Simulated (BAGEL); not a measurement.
# SiH4O (silanol) at HF/cc-pVTZ (density fitting with qzvpp-jkfit)

What is the energy change on altering one bond length of SiH4O (silanol) at HF/cc-pVTZ (density fitting with qzvpp-jkfit)? 

The results are computed with BAGEL 1.2.2.

4 further runs of the same task are left out: 4 that didn't finish. Runs told in other sessions of the task aren't counted.

## Step 1: The structure to begin with

SiH4O has 6 atoms, charge 0, and is taken as a singlet. SMILES: `O[SiH3]`. The shape is that of a PBE0-D4/def2-TZVP optimisation.

Bond lengths: O1–Si2 1.648 Å, O1–H3 0.957 Å, Si2–H4 1.489 Å, Si2–H5 1.481 Å, Si2–H6 1.489 Å. Angles: O1–Si2–H4 111.7°, O1–Si2–H5 105.9°, O1–Si2–H6 111.7°, Si2–O1–H3 117.9°, H4–Si2–H5 109.9°, H4–Si2–H6 107.9°, H5–Si2–H6 109.9°.

## Step 2: The energy at HF/cc-pVTZ (density fitting with qzvpp-jkfit)

File input.json:

```json
{ "bagel": [

{
  "title": "molecule",
  "basis": "cc-pvtz.json",
  "df_basis": "qzvpp-jkfit",
  "angstrom": true,
  "geometry": [
    { "atom": "O", "xyz": [       0.636700,      -1.030300,       0.419000 ] },
    { "atom": "Si", "xyz": [      -0.035700,       0.346500,      -0.187000 ] },
    { "atom": "H", "xyz": [       0.069100,      -1.629200,       0.904700 ] },
    { "atom": "H", "xyz": [      -1.128300,       0.045700,      -1.152800 ] },
    { "atom": "H", "xyz": [       1.060500,       1.064900,      -0.875600 ] },
    { "atom": "H", "xyz": [      -0.602300,       1.202400,       0.891700 ] }
  ]
},

{
  "title": "hf"
},

{
  "title": "print",
  "file": "orbitals.molden",
  "orbitals": true
}

]}
```

The basis set cc-pVTZ is read from a file made from the Basis Set Exchange's data (not shown).

Command:

```
BAGEL_NUM_THREADS=1 BAGEL input.json > input.out
```

The program printed:

```text
* using 1 threads per process

  ===============================================================
  ===============================================================

  *** Geometry ***

  { "atom" : "O", "xyz" : [      1.203189,     -1.946985,      0.791795 ] },
  { "atom" : "Si", "xyz" : [     -0.067463,      0.654790,     -0.353379 ] },
  { "atom" : "H", "xyz" : [      0.130580,     -3.078742,      1.709635 ] },
  { "atom" : "H", "xyz" : [     -2.132178,      0.086360,     -2.178476 ] },
  { "atom" : "H", "xyz" : [      2.004055,      2.012369,     -1.654644 ] },
  { "atom" : "H", "xyz" : [     -1.138182,      2.272207,      1.685069 ] },

  Number of auxiliary basis functions:      277

  Since a DF basis is specified, we compute 2- and 3-index integrals:
    o Being stored without compression. Storage requirement is 0.032 GB

  Number of basis functions:      120
  Number of electrons      :       26

    * METHOD: MOLECULE                             0.11

  *** RHF ***

  === Nuclear Repulsion ===
    64.7548917775

      * DIIS with orbital gradients will be used.

  === RHF iteration (cc-pvtz.json) ===
      0       -366.02022915          0.01845423           0.03
      1       -366.12673978          0.01316435           0.03
      2       -366.20515046          0.00146617           0.03
      3       -366.20651768          0.00018917           0.03
      4       -366.20654109          0.00003769           0.03
      5       -366.20654215          0.00000878           0.03
      6       -366.20654223          0.00000247           0.03
      7       -366.20654224          0.00000083           0.03
      8       -366.20654224          0.00000026           0.03
      9       -366.20654224          0.00000006           0.03
     10       -366.20654224          0.00000002           0.03
     11       -366.20654224          0.00000000           0.03
    * SCF iteration converged.

    * Permanent dipole moment:
           (    0.478426,     0.160342,    -0.214327) a.u.

    * METHOD: HF                                   0.47

    * METHOD: PRINT                                0.04

  ===============================================================
```

Run time: 0.75 s. Hardware: 1 thread of Arm Neoverse V1, shared host; peak memory 0.095 GiB.

## Step 3: The distorted shape at the same level

File input.json:

```json
{ "bagel" : [

{
  "title" : "molecule",
  "basis" : "cc-pvtz.json",
  "df_basis" : "qzvpp-jkfit",
  "angstrom" : true,
  "geometry" : [
    { "atom" : "O", "xyz" : [       1.317795,      -0.311646,      -0.163819 ] },
    { "atom" : "Si", "xyz" : [       0.645395,       1.065154,      -0.769819 ] },
    { "atom" : "H", "xyz" : [       0.069100,      -1.629200,       0.904700 ] },
    { "atom" : "H", "xyz" : [      -0.447205,       0.764354,      -1.735619 ] },
    { "atom" : "H", "xyz" : [       1.741595,       1.783554,      -1.458419 ] },
    { "atom" : "H", "xyz" : [       0.078795,       1.921054,       0.308881 ] }
  ]
},

{
  "title" : "hf"
},

{
  "title" : "print",
  "file" : "orbitals.molden",
  "orbitals" : true
}

]}
```

The basis set cc-pVTZ is read from a file made from the Basis Set Exchange's data (not shown).

Command:

```
BAGEL_NUM_THREADS=1 BAGEL input.json > input.out
```

The program printed:

```text
* using 1 threads per process

  ===============================================================
  ===============================================================

  *** Geometry ***

  { "atom" : "O", "xyz" : [      2.490272,     -0.588926,     -0.309573 ] },
  { "atom" : "Si", "xyz" : [      1.219620,      2.012849,     -1.454747 ] },
  { "atom" : "H", "xyz" : [      0.130580,     -3.078742,      1.709635 ] },
  { "atom" : "H", "xyz" : [     -0.845095,      1.444420,     -3.279845 ] },
  { "atom" : "H", "xyz" : [      3.291138,      3.370429,     -2.756012 ] },
  { "atom" : "H", "xyz" : [      0.148901,      3.630266,      0.583700 ] },

  Number of auxiliary basis functions:      277

  Since a DF basis is specified, we compute 2- and 3-index integrals:
    o Being stored without compression. Storage requirement is 0.032 GB

  Number of basis functions:      120
  Number of electrons      :       26

    * METHOD: MOLECULE                             0.11

  *** RHF ***

  === Nuclear Repulsion ===
    61.2543371171

      * DIIS with orbital gradients will be used.

  === RHF iteration (cc-pvtz.json) ===
      0       -365.62999537          0.01922655           0.03
      1       -365.34343788          0.03227239           0.03
      2       -365.94644821          0.00289296           0.03
      3       -365.95446068          0.00096029           0.03
      4       -365.95561113          0.00036808           0.03
      5       -365.95586607          0.00014496           0.03
      6       -365.95590243          0.00002657           0.03
      7       -365.95590366          0.00000796           0.03
      8       -365.95590374          0.00000416           0.03
      9       -365.95590379          0.00000240           0.03
     10       -365.95590382          0.00000077           0.03
     11       -365.95590382          0.00000012           0.03
     12       -365.95590382          0.00000004           0.03
     13       -365.95590382          0.00000002           0.03
     14       -365.95590382          0.00000001           0.03
    * SCF iteration converged.

    * Permanent dipole moment:
           (    0.644319,     0.362571,    -0.371734) a.u.

    * METHOD: HF                                   0.56

    * METHOD: PRINT                                0.04

  ===============================================================
```

It took 0.85 s on 1 thread of Arm Neoverse V1, shared host; peak memory 0.095 GiB.

## Step 4: What came out

At HF/cc-pVTZ (density fitting with qzvpp-jkfit):

```
                                                         quantity          value
                                        first shape: total energy  -366.20654 Eh
                                       first shape: dipole moment         1.39 D
                                         first shape: HOMO energy      -12.40 eV
                                         first shape: LUMO energy        3.32 eV
                                       first shape: HOMO–LUMO gap       15.72 eV
                                    distorted shape: total energy  -365.95590 Eh
                                   distorted shape: dipole moment         2.10 D
                                     distorted shape: HOMO energy      -11.13 eV
                                     distorted shape: LUMO energy       -2.04 eV
                                   distorted shape: HOMO–LUMO gap        9.09 eV
energy change with the O1–H3 bond stretched from 0.957 to 2.106 Å       6.820 eV
```

What this shows: One bond (distorted shape) is far stretched, which a spin-restricted single reference describes badly; a broken-symmetry solution may lie lower. With the O1–H3 bond stretched from 0.957 to 2.106 Å the energy rises by 6.82 eV (157 kcal/mol). The first shape isn't relaxed at this level, so the change isn't measured from a minimum. A restricted reference can't describe the breaking bond well at this length.
